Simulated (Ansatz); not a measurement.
Predict the output of the script below (Ansatz 0.2.0, Python API).

`p2.py`:
```python
import ansatz as az
import numpy as np

FIRST = [
    ("P", (0.0, 0.0, -1.065)),
    ("P", (0.0, 0.0, 1.065)),
]
SECOND = [
    ("P", (-2.577, 1.9538, 1.4063)),
    ("P", (-4.2481, 1.5415, 2.661)),
]

def energy(atoms, ghosts=()):
    molecule = az.Crystal.molecule()
    for symbol, xyz in atoms:
        molecule = molecule.atom(symbol, xyz)
    calc = (
        molecule.calculation()
        .basis(gaussian="def2-SVP")
        .functional("hf")
    )
    deck = calc.input()
    if ghosts:
        deck = deck.set(az.key.basis.gaussian.ghost_atoms, [{"symbol": s, "position_ang": list(xyz)} for s, xyz in ghosts])
    return az.Session.from_dict(deck).plan().execute().report["free_energy_ev"]

direction = np.array([-0.7863, 0.4027, 0.4686])
print("shift (A)   counterpoise-corrected interaction (eV)")
for shift in (-0.3, 0.0, 0.4, 1.0, 2.0):
    moved = [(s, tuple(np.round(np.array(xyz) + shift * direction, 4))) for s, xyz in SECOND]
    gain = energy(FIRST + moved) - energy(FIRST, moved) - energy(moved, FIRST)
    print(f"{shift:8.2f} {gain:14.3f}")
```

```console
$ python p2.py
shift (A)   counterpoise-corrected interaction (eV)
   -0.30          0.357
    0.00          0.185
    0.40          0.071
    1.00          0.017
    2.00          0.001
```

What to keep in mind:
- The dimer is a generated trial pose of unrelaxed monomers, not a minimum, so the figure is no binding energy, and the basis set is small.
- Hartree-Fock leaves correlation out, so bond, atomisation and ionisation energies come out well too low.
- This level lacks the dispersion part of the attraction (electrostatics and induction are there), which can decide the sign where the interaction is weak.
- The spin state was assumed, and another may lie lower.
- Timing: 16 s on 1 thread of Arm Neoverse V1 (shared host), peak memory 0.19 GiB.
